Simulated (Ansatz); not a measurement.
**[CH$_{3}$···H···Cl], doublet: transfer scan**

Starting geometry:

```xyz
6

C    -1.9353    0.0000    0.0000
H    -2.2985    1.0273    0.0000
H    -2.2985   -0.5137    0.8897
H    -2.2985   -0.5137   -0.8897
H    -0.8457    0.0000    0.0000
Cl    0.8757    0.0000    0.0000
```

From there H5 is moved from one fragment to the other while all else, the fragments' distance too, stays fixed; atoms are numbered as listed. Energies are in kcal/mol, counted from the starting geometry at the same level.

Basis cc-pVDZ; Ansatz 0.2.0. Only valence electrons are correlated (noble-gas cores frozen). R marks a restricted (for open shells ROHF) determinant, U an unrestricted one. Active spaces: valence = (15e, 12o) chosen from the atoms' valence shells.

Runs in a small pair space aren't shown, since their orbitals change along the scan.

Full CI isn't at hand for all of this; UCCSDT(Q) serves as the reference, and is uncertain by about the last step of the cluster series. The frozen core follows each run's orbitals, which can shift R against U totals by a few meV.

| distance C1-H5 (Å) | UCCSDT(Q) | error RHF | error UHF | error RCCSD(T) | error UCCSDT | error CASSCF (valence space) | error MRCISD (valence space) |
| --- | --- | --- | --- | --- | --- | --- | --- |
| 1.090 | 0.0 | 0.0 | 0.0 | 0.0 | 0.0 | 0.0 | 0.0 |
| 1.143 | 0.0 | 2.1 | 1.4 | 0.0 | 0.0 | 0.5 | 0.1 |
| 1.249 | 2.8 | 6.2 | 3.5 | 0.1 | 0.1 | 1.5 | 0.3 |
| 1.355 | 5.9 | 6.0 | 3.5 | 0.1 | 0.1 | 2.0 | 0.4 |
| 1.461 | 8.2 | 2.2 | 1.7 | 0.1 | 0.0 | 2.1 | 0.4 |

Errors are those of relative energies. In total energy the starting point itself misses UCCSDT(Q) by: RHF 209.6, UHF 206.0, RCCSD(T) 0.7, UCCSDT 0.2, CASSCF (valence space) 156.3, MRCISD (valence space) 12.7 kcal/mol.

Spread of the error over the points with a reference, to 1.461 Å (largest less smallest): UCCSDT 0.1, RCCSD(T) 0.1, MRCISD (valence space) 0.4, CASSCF (valence space) 2.1, UHF 3.5, RHF 6.2 kcal/mol.
